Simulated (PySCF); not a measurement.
Compound: C₃H₂O.
Atom-mapped SMILES: `[O:1]=[c:2]1[cH:3][cH:4]1` (hydrogens: H5 on C3; H6 on C4)

Level of theory: LDA/pcseg-0 geometry optimisation, gas phase in PySCF.

Task: Give the optimised bond lengths and angles.

Result: 
```tsv
bond	length (bohr)	order
O1=C2	2.314	double
C2–C3, C2–C4	2.766	aromatic
C3–C4	2.563	aromatic
C3–H5, C4–H6	2.072	single
```

Bonds in one row agree within 0.02 bohr and their mean is given. Orders are formal, as drawn. A selection of angles:
```tsv
angle	degrees
O1–C2–C3	152.4
C3–C2–C4	55.2
C2–C3–C4	62.4
C2–C3–H5	153.8
C4–C3–H5	143.8
```

The 3-membered ring C2–C3–C4 has internal angles of 55.2° to 62.4°. The 4 heavy atoms lie in one plane (0.000 Å rms). The 3 C–C bonds span 1.356 Å (C3–C4, drawn aromatic) to 1.464 Å (C2–C4, drawn aromatic), a spread of 0.108 Å.

Point group: C2v (tolerance 0.08 Å). Whether it is a minimum is left open (no frequencies).

The run took 3.2 s wall on one thread of an Intel Xeon Platinum 8488C (shared host), and the process peaked at 0.25 GiB of memory. These figures are those of the optimisation.
